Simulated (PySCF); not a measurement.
Gas-phase reaction: 3 H₃SiCCH + 5 SiH₄ ⇌ 2 C₃H₄ (propyne) + 4 Si₂H₆

Method: PySCF energies plus ideal-gas RRHO corrections (1 bar). † marks an energy on the PBE0/def2-TZVP geometry and frequencies; other levels use their own. MP2 freezes the core. All species are closed-shell singlets. B3LYP is the form with VWN-RPA correlation. MP2 isn't extrapolated to the basis-set limit.

| level | ΔH°(298 K), kJ |
|---|---|
| B3LYP/def2-TZVP† | -173 |
| HF/def2-TZVP† | -113 |
| MP2/def2-SVP† | (withheld) |
| PBE/def2-SVP | (withheld) |
| PBE0/def2-QZVP† | -271 |

Task: Some entries are withheld; supply them.

Result: 
- MP2/def2-SVP†, ΔH°(298 K), kJ: -174
- PBE/def2-SVP, ΔH°(298 K), kJ: -293
